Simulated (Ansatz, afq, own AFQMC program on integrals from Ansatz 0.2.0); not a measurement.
## B2, singlet in cc-pVDZ, levels against full CI

```xyz
2

B     0.0000    0.0000    0.0000
B     0.0000    0.0000    1.6406
```

Basis cc-pVDZ. Noble-gas cores (and the filled d shells of Ga–Kr and In–Xe) are frozen. Integrals, coupled cluster, full CI and functionals: Ansatz 0.2.0; the random walks run on the same integrals in our own AFQMC program. The CISD trial takes its coefficients from CCSD amplitudes. Released means that phaseless walkers are propagated on without the constraint, phases kept. Error bars are statistical, one sigma.

Determinant: RHF, the one that the program's search chose, which needn't be the lowest solution. The geometry is a point of a scan.

Full CI on the same integrals is exact in this basis and with this determinant's frozen core.

Cautions: another spin lies lower; restricted determinant unstable towards unrestricted (UHF 2.59 eV lower, ⟨S²⟩ 1.91); the search met a lower determinant of the same kind, perhaps of another symmetry (545 meV lower), and this one is a saddle point; strong correlation (T1 0.039, weight of the determinant 0.77, largest double 0.29); (T) is large, 8 % of the CCSD correlation; the CCSDTQ amplitudes may be one of several solutions (largest double 0.94); the released energies are still falling, so no released level is given (meV from the phaseless value at times in 1/Eh: -26 ± 4 at 0.24, -53 ± 4 at 0.51, -87 ± 4 at 0.99, -106 ± 3 at 1.62, -139 ± 8 at 2.40); the determinant fills πx and πy unequally, so it mixes two states of the linear molecule, and each level undoes that mixture to a different degree, while full CI gives the lower state; CCSDTQ on the UHF determinant differs (602 meV lower), perhaps since the unrestricted series falls towards higher spin.

The T1 diagnostic is 0.0394. The weight of the determinant in the CISD state is 0.770. The size of the correlated space is 6 electrons in 26 orbitals.

```tsv
level	correlation energy (eV)
MP2	-4.1789
CCSD	-5.2131
CCSD(T)	-5.6104
```

(1) Estimate where phaseless AFQMC with a CISD trial lies against CCSD(T) on the same integrals.

(1) 77.5 ± 3.9 meV above CCSD(T).

Reference: full CI, correlation energy -5.821 eV. The cautions show a poor starting determinant, so the rows tell how each method copes with it here, and full CI is the sure value.

```tsv
level	E − E(reference) (meV)	share of correlation (%)
CCSD(T)	210.6	96.38
CCSDT	145.1	97.51
CCSDT(Q)	55.0	99.05
CCSDTQ	8.8	99.85
ph-AFQMC/CISD	288.0 ± 3.9	95.05
```

CCSDT and higher add their correlation energy to the determinant of the CCSD(T) run, since their own runs factorise the integrals more tightly (a shift of under 2 meV).
